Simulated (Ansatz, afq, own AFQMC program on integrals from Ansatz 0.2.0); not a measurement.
Two steps: Ansatz 0.2.0 writes the Fock matrix and Cholesky factors of the valence space, and afq projects on them the lowest state that overlaps trial and start.

```yaml
crystal:
  periodic: [false, false, false]
  atoms:
    - {symbol: Si, position_ang: [0.000000, 0.033918, 0.905604]}
    - {symbol: Al, position_ang: [0.000000, -0.084100, -1.032807]}
    - {symbol: H, position_ang: [0.000000, 1.415044, 1.470469]}
    - {symbol: H, position_ang: [1.198904, -0.674236, 1.441219]}
    - {symbol: H, position_ang: [-1.198904, -0.674236, 1.441219]}
    - {symbol: H, position_ang: [0.000000, 1.239605, -1.939689]}
basis:
  gaussian: {orbitals: 6-31G}
magnetization: {spin_polarized: true, initial_magnetization: 1}
correlation: {method: ccsd_t, electrons: outside_noble_gas, hamiltonian_folder: ham}
```

```sh
$ ansatz run in.yaml --threads 1 --pin off --events-out ev --progress --plain --max-ram 1382MiB
```

afq runs on the folder ham with

```
--method phaseless --trial hf --walkers 160 --populations 1 --least-time 40 --time-step 0.005 --steps-per-block 20 --equilibration-blocks 112 --max-blocks 600 --target-error 0.0012000 --factor-cut 1e-05 --start spin_pure --seed 5183 --taylor-order 6
```

Times are imaginary, in 1/Eh. The walk had a cap of 531 s.

Output of the walk:

```
orbitals 24  electrons 6 5  factors 178 of 406
reference energy -532.94737194 Eh
CCSD correlation -0.11113031 Eh in 10 cycles, weight of the determinant in the CISD state 0.9136
energy of the start -532.947414 Eh
 block  time / (1/Eh)  mean weight  energy / Eh
     1     0.100  1.0008  -532.962474
     2     0.200  1.0000  -532.974953
     3     0.300  0.9996  -532.985102
     4     0.400  1.0007  -532.994365
     5     0.500  1.0005  -533.002920
     7     0.700  1.0010  -533.018432
     9     0.900  1.0010  -533.027767
    13     1.300  0.9998  -533.039768
    37     3.700  1.0010  -533.066965
    61     6.100  1.0002  -533.067334
    85     8.500  0.9996  -533.063773
   109    10.900  1.0010  -533.078448
   133    13.300  1.0002  -533.058021
   157    15.700  0.9993  -533.062181
   181    18.100  0.9996  -533.068441
   205    20.500  1.0009  -533.065530
   229    22.900  1.0000  -533.066345
   253    25.300  0.9993  -533.056288
   277    27.700  0.9986  -533.056033
   301    30.100  0.9996  -533.055022
   325    32.500  1.0010  -533.062245
   349    34.900  0.9991  -533.066709
   373    37.300  0.9994  -533.056797
   397    39.700  1.0003  -533.070556
   421    42.100  0.9997  -533.062310
   445    44.500  0.9988  -533.058977
   457    45.700  1.0010  -533.045721
   469    46.900  1.0010  -533.064067
   493    49.300  1.0008  -533.062448
   505    50.500  1.0006  -533.054384
blocks merged  error / Eh  count
     1  0.000323  400
     2  0.000431  200
     4  0.000569  100
     8  0.000740  50
    16  0.000907  25
    32  0.001172  12
energy -533.060579 +/- 0.000907 Eh
(rows thinned)
```

The run passed its tests (sampling time, drift between the halves within three errors, error under three times the target), which doesn't prove that it has relaxed. The second half of the sampling lies above the first by 2.7 errors of their difference, so the energy may still be moving and its error bar be too small.

Against this walk (error 24.7 meV) on the same determinant: CCSD(T) 8.3 meV higher (within the noise), the released energy of a separate walk with a CISD trial 12.6 ± 25.0 meV lower (within the noise), a separate phaseless walk with a CISD trial and standard settings 11.0 ± 25.0 meV lower (within the noise). The error is statistical and leaves out the bias of the constraint.

Cautions: constraint bias not in the error.

The walk took 6.4 min on 1 thread of Intel(R) Xeon(R) Processor @ 2.50GHz (Skylake/Cascade Lake), with other jobs on the host. The log's last line is the phaseless energy.

A walk keeps the symmetry of its determinant, which the program's search chose and which needn't be the lowest solution, so a lower state of the same spin and another symmetry isn't excluded.
